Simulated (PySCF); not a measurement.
# Partial charges of `[O-]C1CC1`

Compound: C3H5O (charge -1).
SMILES with atom numbers: `[O-:1][CH:2]1[CH2:3][CH2:4]1` (hydrogens: H5 on C2; H6, H7 on C3; H8, H9 on C4)

Cartesian coordinates in Å at the GFN2-xTB level; atoms count from 1:
```
atom  x, y, z in Å
O1     1.5672   -0.3606   -1.2014
C2     0.8849   -0.1245   -0.1383
C3    -0.5192   -0.6845    0.1605
C4    -0.3412    0.8051   -0.0552
H5     1.4638   -0.0528    0.8352
H6    -0.7764   -1.0190    1.1628
H7    -1.0388   -1.2277   -0.6199
H8    -0.7469    1.2131   -0.9733
H9    -0.4798    1.4569    0.8043
```

Density: PBE0/pcSseg-1 (PySCF); schemes: Mulliken, IAO, Hirshfeld and ESP-fitted. Isolated species at its GFN2-xTB geometry, gas phase. The pcSseg-1 basis has no diffuse functions, a weakness for an anion. The HOMO energy is positive at this level (+1.07 eV), so the outermost electrons may be held by the finite basis alone.

**Question.** At which atom do the 4 schemes differ most?

**Answer.** At C2: from -0.035 (Hirshfeld) to +0.411 e (ESP-fitted), 0.446 e apart.

**Question.** Which atoms carry the highest charge in the Mulliken, IAO, Hirshfeld and ESP-fitted schemes?

**Answer.** The schemes don't all agree: Mulliken C2 (+0.138); IAO C2 (+0.175); Hirshfeld H7 and H8 (-0.002); ESP-fitted C2 (+0.411).

**Question.** Give the atomic charges in each scheme.

**Answer.** In e:

| atom | environment | Mulliken | IAO | Hirshfeld | ESP-fitted |
| --- | --- | --- | --- | --- | --- |
| O1 | alkoxide oxygen | -0.687 | -0.799 | -0.549 | -0.809 |
| C2 | sp3 carbon bound to oxygen | +0.138 | +0.175 | -0.035 | +0.411 |
| C3 | three-membered-ring carbon | -0.296 | -0.387 | -0.170 | -0.434 |
| C4 | three-membered-ring carbon | -0.296 | -0.387 | -0.170 | -0.439 |
| H5 | methine hydrogen | -0.057 | -0.003 | -0.049 | -0.097 |
| H6 | methylene hydrogen | +0.042 | +0.091 | -0.011 | +0.071 |
| H7 | methylene hydrogen | +0.057 | +0.109 | -0.002 | +0.110 |
| H8 | methylene hydrogen | +0.057 | +0.109 | -0.002 | +0.113 |
| H9 | methylene hydrogen | +0.042 | +0.091 | -0.011 | +0.072 |

Mean size of the charges over all atoms: ESP-fitted 0.284 e, IAO 0.239 e, Mulliken 0.186 e, Hirshfeld 0.111 e. Each set sums to the total charge, -1, to within 0.001 e. The Mulliken scheme counts on each atom the diagonal of the density matrix times the overlap matrix over that atom's basis functions.

**Question.** How many electrons does the IAO scheme count on O1?

**Answer.** Z − q = 8 − (-0.799) = 8.799.

**Question.** Sum the charges by element, for elements with more than one atom.

**Answer.** 
```tsv
element	atoms	Mulliken	IAO	Hirshfeld	ESP-fitted
C	3	-0.454	-0.599	-0.376	-0.462
H	5	+0.141	+0.398	-0.075	+0.271
```

The run behind these numbers computed NMR shieldings as well. Time: 5.0 s of wall time. Hardware: Arm Neoverse V2, one thread, no GPU (shared host).
